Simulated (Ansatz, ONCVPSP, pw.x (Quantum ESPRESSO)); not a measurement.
**Equation-of-state test of one ONCV potential (tungsten)**

```
Element                 : W (Z = 74)
Generator               : ONCVPSP 4.0.1.1 (patched build)
Type                    : optimised norm-conserving Vanderbilt (ONCV)
Functional              : PBE
Relativity              : scalar-relativistic
Frozen core             : [Kr] 4d10 4f14
Valence charge          : 14
Reference configuration : 5s2 5p6 5d4 6s2
Partial waves           : 5s+6s: rc 1.90 bohr, ncon 4, nbas 9, qcut 5.6 1/bohr, 2 projectors; 5p: rc 1.60 bohr, ncon 4, nbas 8, qcut 7.9 1/bohr, 2 projectors, debl 1.7 Ha; 5d: rc 2.20 bohr, ncon 4, nbas 8, qcut 7.4 1/bohr, 2 projectors, debl 2.7 Ha
Local potential         : polynomial inside 1.25 bohr (lpopt 5, dvloc0 -1 Ha)
Core correction         : Teter function, fcfact 1.75, rcfact 1.25
```

Crystal test: bcc W in pw.x 7.5, no spin, 14³ k-points, Fermi–Dirac smearing 0.01 Ry, cutoffs 65/260 Ry. The lattice is a test structure that the element need not adopt, and mesh and smearing are coarse.

pw.x input:

```
&control
  calculation='scf', prefix='x', pseudo_dir='./', outdir='./tmp', tstress=.true., disk_io='none'
/
&system
  ibrav=0, nat=1, ntyp=1, ecutwfc=65, ecutrho=260, nbnd=15,
  occupations='smearing', smearing='fd', degauss=0.01
/
&electrons
  conv_thr=1e-09, mixing_beta=0.4, electron_maxstep=70
/
ATOMIC_SPECIES
W 1.0 W.UPF
CELL_PARAMETERS angstrom
  -1.59168867 1.59168867 1.59168867
  1.59168867 -1.59168867 1.59168867
  1.59168867 1.59168867 -1.59168867
ATOMIC_POSITIONS crystal
W 0.0000 0.0000 0.0000
K_POINTS automatic
14 14 14 0 0 0
```

```bash
pw.x < W.scf.in > W.scf.out
```

How does the run end?

It converges; the pressure is -3.37 GPa against 0.30 GPa from all-electron LAPW.  The log shows:

```
     charge density cutoff     =     260.0000  Ry
     scf convergence threshold =      1.0E-09
     Exchange-correlation= PBE
     number of k points=   104  Fermi-Dirac smearing, width (Ry)=  0.0100
     iteration #  1     ecut=    65.00 Ry     beta= 0.40
     total energy              =    -140.54761620 Ry
     estimated scf accuracy    <       0.04078915 Ry
     iteration #  2     ecut=    65.00 Ry     beta= 0.40
     total energy              =    -140.54854943 Ry
     estimated scf accuracy    <       0.00630769 Ry
     iteration #  3     ecut=    65.00 Ry     beta= 0.40
     total energy              =    -140.54935559 Ry
     estimated scf accuracy    <       0.00042761 Ry
     iteration #  4     ecut=    65.00 Ry     beta= 0.40
     total energy              =    -140.54937567 Ry
     estimated scf accuracy    <       0.00000571 Ry
     iteration #  5     ecut=    65.00 Ry     beta= 0.40
     total energy              =    -140.54937759 Ry
     estimated scf accuracy    <       0.00000029 Ry
     iteration #  6     ecut=    65.00 Ry     beta= 0.40
     total energy              =    -140.54937764 Ry
     estimated scf accuracy    <       0.00000001 Ry
     iteration #  7     ecut=    65.00 Ry     beta= 0.40
     total energy              =    -140.54937764 Ry
     estimated scf accuracy    <          2.2E-09 Ry
     iteration #  8     ecut=    65.00 Ry     beta= 0.40
     the Fermi energy is    21.9661 ev
!    total energy              =    -140.54937764 Ry
     estimated scf accuracy    <          2.4E-10 Ry
     smearing contrib. (-TS)   =      -0.00245350 Ry
     The total energy is F=E-TS. E is the sum of the following terms:
     one-electron contribution =     -19.24357543 Ry
     hartree contribution      =      16.74972563 Ry
     xc contribution           =     -19.48193326 Ry
     ewald contribution        =    -118.57114109 Ry
     convergence has been achieved in   8 iterations
          total   stress  (Ry/bohr**3)                   (kbar)     P=      -33.67
     Message from routine punch:
     Nothing written, as per user request (disk_io='none')
```
